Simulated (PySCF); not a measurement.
Ranking problems on computed properties.

All species are isolated and taken at one optimised geometry, non-relativistic unless stated. Electronic properties by PySCF.

Dipoles, sizes and rotational constants follow the conformer. The torsions of the flexible species, by atom-mapped SMILES:
- `[CH3:1][O:2][c:3]1[cH:4][cH:5][c:6]([F:7])[cH:8][cH:9]1`: C1–O2–C3–C4 180°
- `[F:1][CH2:2][C@H:3]([Cl:4])[SiH2:5][CH2:6][CH2:7][SiH3:8]`: F1–C2–C3–Cl4 81°, C2–C3–Si5–C6 -171°, C3–Si5–C6–C7 -179°, Si5–C6–C7–Si8 180°
- `[CH2:1]=[CH:2][CH2:3][C:4](=[CH2:5])[CH:6]=[CH2:7]`: C1–C2–C3–C4 -135°, C2–C3–C4–C5 -108°, C3–C4–C6–C7 0°
- `[CH:1]#[C:2][C:3]1=[C:4]([CH2:5][C:6]([F:7])([F:8])[F:9])[CH2:10][C@H:11]1[F:12]`: C3–C4–C5–C6 -104°, C4–C5–C6–F7 59°
- `[F:1][C:2]([F:3])=[C:4]([F:5])[c:6]1[n:7][cH:8][n:9][o:10]1`: C2–C4–C6–N7 0°
- `[CH3:1][O:2][CH2:3][P-:4][CH2:5][CH:6]([CH3:7])[CH3:8]`: C1–O2–C3–P4 -176°, O2–C3–P4–C5 -69°, C3–P4–C5–C6 -178°, P4–C5–C6–C7 -170°

The conformers of `CP1CCP(P)CC1`, `[SiH3]N([SiH3])[Si@@H]1CC[SiH2]N1` and `N#C[C@]1(F)CC[SiH2]C[SiH2]1` aren't listed.

**Question.** Rank by HOMO energy, highest first (PBE0/pcSseg-1 at GFN2-xTB geometries).
A. `CP1CCP(P)CC1` (C5H13P3)
B. `C=CCC(=C)C=C` (C7H10)
C. `FC[C@H](Cl)[SiH2]CC[SiH3]` (C4H12ClFSi2)
D. `COC1=CC=C(F)C=C1` (C7H7FO)
E. `C#CC1=C(CC(F)(F)F)C[C@H]1F` (C8H6F4)
F. `C(C)#N` (C2H3N)

**Answer.** A (-6.21 eV), D (-6.44 eV), B (-6.77 eV), E (-7.34 eV), C (-7.92 eV), F (-9.51 eV).

**Question.** Give the two extremes of that set in hartree.

**Answer.** `CC#N` (acetonitrile): -0.350 Eh; `CP1CCP(P)CC1`: -0.228 Eh.

**Question.** Rank by dipole moment, highest first (PBE0/pcSseg-1 at GFN2-xTB geometries).
A. `FC[C@H](Cl)[SiH2]CC[SiH3]`
B. `FC(F)=C(F)c1ncno1`
C. `COc1ccc(F)cc1`
D. `C=CC(CC=C)=C`

**Answer.** C (2.54 D), A (2.34 D), B (1.39 D), D (0.13 D).

**Question.** Rank by HOMO–LUMO gap, highest first (PBE0/pcSseg-1 at GFN2-xTB geometries).
A. `FC[C@H](Cl)[SiH2]CC[SiH3]`
B. `[SiH3]N([SiH3])[Si@@H]1CC[SiH2]N1`
C. `CP1CCP(P)CC1`
D. `C#CC1=C(CC(F)(F)F)C[C@H]1F`
E. `N#C[C@]1(F)CC[SiH2]C[SiH2]1`

**Answer.** A (8.24 eV), E (8.10 eV), B (7.33 eV), C (6.55 eV), D (5.93 eV).

**Question.** Give the two extremes of that set in kcal/mol.

**Answer.** `C#CC1=C(CC(F)(F)F)C[C@H]1F`: 137 kcal/mol; `FC[C@H](Cl)[SiH2]CC[SiH3]`: 190 kcal/mol.

**Question.** Rank by smallest rotational constant, lowest first (GFN2-xTB).
A. `COC1=CC=C(F)C=C1` (C7H7FO)
B. `FC[C@H](Cl)[SiH2]CC[SiH3]` (C4H12ClFSi2)
C. `n1cnc(C(=C(F)F)F)o1` (C4HF3N2O)
D. `C=CCC(=C)C=C` (C7H10)
E. `CC#N` (C2H3N)
F. `C(OC)[P-]CC(C)C` ([C6H14OP]-)
G. `C#CC1=C(CC(F)(F)F)C[C@H]1F` (C8H6F4)

**Answer.** B (0.380 GHz), G (0.456 GHz), F (0.624 GHz), C (0.710 GHz), A (0.818 GHz), D (1.459 GHz), E (9.472 GHz).

**Question.** By how much do the two ends of that ranking differ?

**Answer.** By 9.092 GHz, between `CC#N` (acetonitrile) and `FC[C@H](Cl)[SiH2]CC[SiH3]`.
